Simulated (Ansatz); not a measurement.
**C₃H₆ClF: basis-set convergence**

Aim: see how fast density functionals converge with the basis set for C₃H₆ClF.

Program: Ansatz 0.2.0, Gaussian basis. Level of theory: one geometry, several basis sets. These are calculated values, not measurements.

Plan: PBE0-D4/def2-SVP; ωB97M-V/def2-SVP; PBE0-D4/def2-QZVPP; ωB97M-V/def2-QZVPP; the functionals' def2-TZVPP values are taken from earlier runs.

## (1) The geometry

An earlier PBE0-D4 in a triple-zeta def2 set relaxation fixed the geometry.

SMILES `CC(Cl)CF`, 11 atoms, charge 0, spin multiplicity 1.

Atoms are counted from 1 here; the program's logs count them from 0.

Bond lengths: C1–C2 1.508 Å, C1–H6 1.090 Å, C1–H7 1.092 Å, C1–H8 1.092 Å, C2–Cl3 1.792 Å, C2–C4 1.514 Å, C2–H9 1.091 Å, C4–F5 1.382 Å, C4–H10 1.092 Å, C4–H11 1.094 Å. Angles: C2–C1–H6 110.9°, C2–C1–H7 110.7°, C2–C1–H8 109.2°, H6–C1–H7 108.6°, H6–C1–H8 108.7°, H7–C1–H8 108.6°, C1–C2–Cl3 110.7°, C1–C2–C4 113.4°, C1–C2–H9 110.9°, Cl3–C2–C4 106.4°, Cl3–C2–H9 105.7°, C4–C2–H9 109.3°, C2–C4–F5 109.0°, C2–C4–H10 110.9°, C2–C4–H11 110.6°, F5–C4–H10 108.3°, F5–C4–H11 108.4°, H10–C4–H11 109.6°.

## (2) PBE0-D4 in def2-SVP

in.yaml

```yaml
crystal:
  periodic: [false, false, false]
  atoms:
    - {symbol: C, position_ang: [-1.037150, -0.468107, 0.614325]}
    - {symbol: C, position_ang: [0.327945, 0.152187, 0.455530]}
    - {symbol: Cl, position_ang: [1.592408, -0.910154, 1.151629]}
    - {symbol: C, position_ang: [0.716071, 0.388094, -0.988337]}
    - {symbol: F, position_ang: [-0.180401, 1.274188, -1.556107]}
    - {symbol: H, position_ang: [-1.279977, -0.609373, 1.667660]}
    - {symbol: H, position_ang: [-1.080963, -1.437727, 0.113927]}
    - {symbol: H, position_ang: [-1.785901, 0.189790, 0.167172]}
    - {symbol: H, position_ang: [0.395686, 1.092074, 1.005683]}
    - {symbol: H, position_ang: [1.716682, 0.820059, -1.057549]}
    - {symbol: H, position_ang: [0.680999, -0.548031, -1.553333]}
basis:
  gaussian: {orbitals: def2-SVP}
hamiltonian: {xc: pbe0, dispersion: d4}
output: {orbitals: {seedname: orbitals}}
```

The runs that follow: ωB97M-V in def2-SVP; PBE0-D4 in def2-QZVPP; ωB97M-V in def2-QZVPP.

Q: Predict the results of all the runs planned. Wanted: PBE0-D4: double and triple zeta above quadruple; ωB97M-V: double and triple zeta above quadruple.

The runs gave:

| quantity | value |
| --- | --- |
| PBE0-D4: double and triple zeta above quadruple | 11.91, 0.69 eV |
| ωB97M-V: double and triple zeta above quadruple | 12.13, 0.67 eV |

In words: For PBE0-D4 the step from double to triple zeta gains 11.22 eV and the next only 0.69 eV. These are total energies; as a rule much of such shifts cancels in differences, which this series doesn't test. The LUMO of ωB97M-V is positive and keeps falling with the basis (3.14 to 1.89 eV): an unbound level that the basis holds in place.
